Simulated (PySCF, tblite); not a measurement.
# C4H8FO radical: geometry, infrared bands and EPR parameters

Wanted: the infrared bands and EPR parameters of C4H8FO radical (`CO[C@@H](C)[CH]F`), by calculation.

The runs use tblite 0.8.0 and PySCF 2.14.0, with density-fitted response routines of our own; the level of theory stands in each step. All values are computed, except where a source is named. Atoms count from 0, in the outputs and in this text.

## (1) Starting geometry

14 atoms, charge 0, multiplicity 2; geometry from: force field or distance geometry start.

Bonds of the start (Å): C0–O1 1.41, O1–C2 1.38, C2–C3 1.50, C2–C4 1.54, C4–F5 1.39, C0–H6 1.10, C0–H7 1.11, C0–H8 1.12, C2–H9 1.10, C3–H10 1.12, C3–H11 1.11, C3–H12 1.12, C4–H13 1.11.

## (2) Relaxing the molecule with GFN2-xTB

The job: settings as JSON, then the geometry in Å.

```
{"job": {"kind": "relax", "xc": "GFN2-xTB", "basis": "xTB"}, "charge": 0, "multiplicity": 2}
C      2.020300    -0.219100     0.367500
O      0.795400    -0.394200     1.034500
C     -0.237600     0.160900     0.311300
C     -1.280100    -0.855400    -0.049600
C     -0.956100     1.211800     1.175600
F     -0.812600     2.403900     0.475000
H      1.942200    -0.707000    -0.620700
H      2.286000     0.856900     0.281900
H      2.790200    -0.698200     1.018200
H      0.181700     0.596400    -0.603200
H     -2.218900    -0.646300     0.519400
H     -1.512200    -0.745600    -1.126100
H     -0.970400    -1.900100     0.211400
H     -2.028600     0.935600     1.262800
```

Run with:

```console
$ OMP_NUM_THREADS=1 python probes_run.py task.json out
```

This one command runs all jobs of the session in turn.

**Question.** This job is followed by: GFN2-xTB harmonic vibrations, gas phase; UKS B3LYP, pcH-1 on C F H O, non-relativistic, mean-field spin-orbit, GIAO. Predict these results of the whole session: strongest single infrared mode (GFN2-xTB); zero-point energy (GFN2-xTB); g(iso) (B3LYP); ⟨S²⟩; largest a(iso) (averaged by class); potential on the surface of density 0.002 e/bohr³, 1st and 99th percentile.

**Answer**, as computed:

```
                                                                  quantity                 value
                                 strongest single infrared mode (GFN2-xTB)  1077 cm⁻¹, 91 km/mol
                                              zero-point energy (GFN2-xTB)         69.8 kcal/mol
                                                            g(iso) (B3LYP)               2.00367
                                                                      ⟨S²⟩    0.754 (exact 0.75)
                                        largest a(iso) (averaged by class)  19F on F5, 170.9 MHz
potential on the surface of density 0.002 e/bohr³, 1st and 99th percentile    -1.32 V and 0.94 V
```

What this shows: Over 139 steps the energy fell by 0.939 eV; of the close pairs, C2–C4 changed most, 1.539 to 1.480 Å. No mode is imaginary among the 36: a minimum at this level. The strongest single mode, at 1077 cm⁻¹, moves mainly O1 and C0. GFN2-xTB is a fitted tight-binding method: band positions and strengths are rough. Its intensities can rank the bands wrongly. C4 carries the largest spin population, 0.95 e. The isotropic g lies 1.3 ppt above the free-electron value. These values are for one conformer; the search (at its own cheap level) found 2 more, at 0.01, 2.26 kcal/mol (those within 0.05 may be mirror or relabelled copies), and measured spectra average over such forms.
